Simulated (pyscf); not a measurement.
## Concerted two-bond exchange: Cl–GeH•–Cl + H₂O -> HCl + HO–GeH•–Cl

Gas phase, doublet surface, charge 0. Bonds broken: Cl1–Ge2, O5–H6. Bonds formed: Cl1–H6, Ge2–O5. Structures and frequencies: ωB97X-D3(BJ)/def2-SVP in PySCF.

Transition state (Å):

```xyz
7

Cl     0.4221     1.1630     1.5143
Ge    -1.2400    -0.4749    -0.0184
Cl    -1.5107    -2.2311    -1.2939
H     -2.4065     0.5075    -0.2930
O      0.1758     0.3263    -0.9993
H      0.6138     0.8616     0.0402
H      0.7519    -0.3030    -1.4595
```

One imaginary mode, 826i cm⁻¹; descent along it reached the two sides named, in the forms told below.

```
bond     change  reactant side (Å)  saddle  product side
-------  ------  -----------------  ------  ------------
Cl1–Ge2  breaks              2.172     2.8           3.4
O5–H6    breaks              0.966   1.249         1.866
Cl1–H6    forms                2.6   1.517         1.301
Ge2–O5    forms                3.0   1.900         1.801
```

Electronic energies relative to the separated reactants (kcal/mol):

| level | barrier | reaction energy | reverse barrier |
|---|---|---|---|
| ωB97X-D3(BJ)/def2-TZVP | 12.7 | +10.6 | 2.1 |
| PBE/def2-TZVP | 7.2 | +9.1 | -1.8 |
| r²SCAN/def2-TZVP | 8.0 | +8.7 | -0.7 |
| B3LYP-D3(BJ)/def2-TZVP | 10.2 | +9.3 | 0.9 |
| PBE0-D3(BJ)/def2-TZVP | 9.9 | +10.2 | -0.3 |
| M06-2X/def2-TZVP | 10.2 | +8.8 | 1.5 |
| ωB97M-D3(BJ)/def2-TZVP | 12.0 | +8.9 | 3.1 |
| HF/def2-TZVP | 26.6 | +9.2 | 17.3 |

With ωB97M-D3(BJ)/def2-TZVP energies and thermal terms (ideal gas, 1 atm, RRHO with modes under 100 cm⁻¹ raised to 100, one conformer, R ln 2 for chiral ones without a mode under 150 cm⁻¹), in kcal/mol:

```csv
T (K),ΔH‡,ΔG‡,ΔH,ΔG
298,9.7,20.5,+7.3,+7.3
600,9.9,31.5,+7.6,+7.2
900,10.7,42.2,+8.1,+6.8
1200,11.6,52.5,+8.6,+6.3
```

On the reactant side the descent ends in a complex, 4.6 kcal/mol under the separated species and 17.4 kcal/mol under the saddle at ωB97X-D3(BJ)/def2-TZVP. On the product side the descent ends in a complex, 5.4 kcal/mol under the separated species and 7.5 kcal/mol under the saddle at ωB97X-D3(BJ)/def2-TZVP. At PBE, r²SCAN, PBE0-D3(BJ) the saddle lies under the separated products, which points to a path from their complex (located at ωB97X-D3(BJ) alone), and parting the products costs more than the saddle. This saddle turned up in a search for another step; its sides and bond changes are read from the two ends of the descent. This is the saddle that the search found; another between the same sides may lie lower. Elements up to Kr have no core potential and no relativistic terms here.
